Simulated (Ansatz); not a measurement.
```yaml
crystal:
  periodic: [false, false, false]
  atoms:
    - {symbol: C, position_ang: [-0.715822, -0.000579, 1.264522]}
    - {symbol: O, position_ang: [-0.483530, 0.457790, -0.058372]}
    - {symbol: C, position_ang: [0.410465, -0.300936, -0.746335]}
    - {symbol: F, position_ang: [-0.131113, -1.521650, -1.083382]}
    - {symbol: S, position_ang: [0.836573, 0.496475, -2.314412]}
    - {symbol: H, position_ang: [-1.363978, 0.734373, 1.737709]}
    - {symbol: H, position_ang: [-1.209310, -0.975362, 1.262279]}
    - {symbol: H, position_ang: [0.224395, -0.069641, 1.824112]}
    - {symbol: H, position_ang: [1.304079, -0.519309, -0.147508]}
    - {symbol: H, position_ang: [1.211141, 1.647639, -1.735712]}
basis:
  gaussian: {orbitals: def2-TZVP}
magnetization: {spin_polarized: true, initial_magnetization: 0}
hamiltonian: {xc: {name: LC-wPBE}}
```

```sh
$ ansatz run in.yaml --threads 4 --pin off --events-out ev --progress --plain --max-ram 10444MiB
```

It prints (some lines left out):

```
Functional definition: LC-wPBE
1148 factors; their error is unknown
358 factors; integrals over basis functions are off by at most 1.6e-5 eV
mean field evaluation 1: about -17747.4518 eV, gradient 3.0e1 eV
mean field evaluation 2: about -17748.1617 eV, gradient 2.9e1 eV
mean field evaluation 4: about -17750.5594 eV, gradient 1.1e0 eV
mean field evaluation 8: about -17750.5680 eV, gradient 5.0e-2 eV
mean field evaluation 16: about -17750.5371 eV, gradient 8.4e-5 eV
mean field -17750.53712046 eV, -652.3202074306 hartree, gradient 3.6e-5 eV, S^2 0.000000; 0 other end points of the search recorded, 0 dependent functions left out
reference -17750.53712046 eV, -652.3202074308 hartree; 25, 25 occupied and 166, 166 virtual orbitals, 1148 factors
Total energy: -17750.53712046 eV, -652.3202074308 hartree
```

Hardware: 4 threads of an Arm Neoverse V2 on a shared host. Wall time 2.8 s, peak host memory 0.37 GiB.
